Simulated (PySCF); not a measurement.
**Question.** Write Cartesian coordinates for `FC(F)CS` (CHF2CH2SH) as optimised with GFN2-xTB.

**Answer.** 
```
atom  x, y, z in Å
F1    -0.9275    1.2035   -0.7330
C2    -0.9184    0.0815    0.0298
F3    -1.1992    0.4751    1.2887
C4     0.4240   -0.6248   -0.0639
S5     1.8175    0.3977    0.5340
H6    -1.7465   -0.5604   -0.3154
H7     0.6052   -0.9079   -1.1009
H8     0.4118   -1.5112    0.5679
H9     1.5467    1.4525   -0.2323
```

Any rigid rotation of these coordinates is as good. Atoms count from 1 in this order. S5 (thiol sulfur) is bent (angle 95.7°). Of the pairs four or more bonds apart, F1···H9 is among the closest relative to their van der Waals radii: 2.54 Å, 95 % of the sum of Bondi's values.

Bonds between heavy atoms (Å): F1–C2 1.357, C2–F3 1.349, C2–C4 1.520, C4–S5 1.829.

The geometry is computed with GFN2-xTB (gas phase).

Whether it is a minimum is left open (no frequencies). One conformer, not necessarily the lowest (F1–C2–C4–S5 61°, C2–C4–S5–H -53°).
